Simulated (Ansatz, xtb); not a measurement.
# Relative energy of two structures of C2H2O

Structure X: a triplet given by its coordinates. Structure Y: `C#CO`, a singlet. Both are isolated molecules in the gas phase, relaxed with r2SCAN-D4/def2-SVP.

X (Å):

```yaml
atoms:
  - { symbol: C, position_ang: [1.2355, 0.3368, -0.5023] }
  - { symbol: C, position_ang: [2.3522, -0.5727, -0.5460] }
  - { symbol: O, position_ang: [2.6265, -1.3685, -1.4000] }
  - { symbol: H, position_ang: [0.5026, 0.3576, -1.3225] }
  - { symbol: H, position_ang: [1.1079, 1.0134, 0.3458] }
```

Close contacts (Å): C1–C2 1.44, C2–O3 1.20, C1–H4 1.10, C1–H5 1.09.

Y (Å):

```xyz
5

C     1.1769   -0.9873   -1.1743
C     1.4533    0.0247   -0.5645
O     1.6818    1.1125    0.1170
H     0.9379   -1.8817   -1.7152
H     2.5961    1.4021   -0.0257
```

Problem. Estimate which is lower in electronic energy at CCSD(T)/def2-TZVP, and by roughly how much.

Solution. The CCSD(T)/def2-TZVP calculation puts structure Y lower, by 18.8 kcal/mol.

How the difference moves with the method:

```
             level            geometry  E(Y) − E(X) (kcal/mol)  departure from the last row (kcal/mol)  job, with rough time for the two
r2SCAN-D4/def2-SVP  r2SCAN-D4/def2-SVP                      −8.8                                   +10.0                optimisation, 11 s
      HF/def2-TZVP  r2SCAN-D4/def2-SVP                      +3.3                                   +22.1           part of the CCSD(T) run
     MP2/def2-TZVP  r2SCAN-D4/def2-SVP                     −25.2                                    −6.5           part of the CCSD(T) run
 CCSD(T)/def2-TZVP  r2SCAN-D4/def2-SVP                     −18.8                                                       single point, 7.7 s
```

HF/def2-TZVP puts the two in the other order. The largest departure from CCSD(T)/def2-TZVP is that of HF/def2-TZVP, 22.1 kcal/mol. At CCSD(T)/def2-TZVP a singlet with the links of X lies below this triplet. Levels run at GFN2-xTB geometries aren't shown.

With harmonic frequencies from r2SCAN-D4/def2-SVP (ideal gas, rigid rotor, one conformer each, 298.15 K, 1 atm): on the last row, ΔE + ΔZPE = −17.8, ΔH = −17.7, ΔG = −16.8 kcal/mol.

Open shells are spin-unrestricted. The correlated steps freeze 3 core orbitals. ΔG holds the spin degeneracy. Programs: Ansatz 0.2.0; the last row on 2 threads of Intel(R) Xeon(R) 6975P-C (Granite Rapids) on a shared host.
